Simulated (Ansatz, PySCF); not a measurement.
Reaction: CF4 (tetrafluoromethane, SMILES C(F)(F)(F)F) → CF3 (SMILES F[C](F)F, doublet) + F (doublet) (the C-F bond breaks)
Each species at its own B3LYP-D3(BJ)/def2-TZVP minimum (Ansatz, a program for electronic structure).

Total energies in hartree (Ansatz). UHF or UKS for unpaired electrons; spin-orbit terms are left out. Correlated methods leave the cores frozen. No relativity.

| species | HF/cc-pVTZ | CCSD(T)/cc-pVTZ | HF/cc-pVQZ | CCSD(T)/cc-pVQZ | CCSD(T)/cc-pVDZ | CCSDT(Q)/cc-pVDZ |
|---|---|---|---|---|---|---|
| 1: CF4 (tetrafluoromethane, SMILES FC(F)(F)F) | -435.81322 | -437.00089 | -435.84829 | -437.13939 | -436.56041 | -436.56275 |
| 2: CF3 (SMILES F[C](F)F, doublet) | -336.26346 | -337.17295 | -336.29109 | -337.27925 | -336.83424 | -336.83638 |
| 3: F (doublet) | -99.40552 | -99.62036 | -99.41377 | -99.65026 | -99.52757 | -99.52776 |

**Question.** Work out the bond dissociation energy (enthalpy at 298 K, ideal-gas terms from PySCF's Hessians at B3LYP-D3(BJ)/def2-TZVP) in kcal/mol: take Hartree-Fock from cc-pVQZ, extrapolate the CCSD(T) correlation energy as X^-3 (X = 3, 4), and add CCSDT(Q) - CCSD(T) in cc-pVDZ. The further terms named in the bracket sum to -0.00295 hartree. 1 hartree = 627.51 kcal/mol.

**Answer.** 
Species 1: correlation (64·(-1.29110) - 27·(-1.18767))/37 = -1.36658; step -0.00234; E1 = -435.84829 + (-1.36658) + (-0.00234) = -437.21721
Species 2: correlation (64·(-0.98816) - 27·(-0.90949))/37 = -1.04557; step -0.00214; E2 = -336.29109 + (-1.04557) + (-0.00214) = -337.33880
Species 3: correlation (64·(-0.23649) - 27·(-0.21484))/37 = -0.25229; step -0.00019; E3 = -99.41377 + (-0.25229) + (-0.00019) = -99.66625
-1·E1 +1·E2 +1·E3 -0.00295 = 0.20921 hartree = 131.3 kcal/mol. From measured enthalpies of formation at 298 K: 130.2 kcal/mol (Active Thermochemical Tables 1.112 (ions: stationary electron), as tabulated in the package chemicals). The calculations leave out spin-orbit terms. The composite differs from it by +1.1 kcal/mol; core, relativistic and spin-orbit terms are not in it.
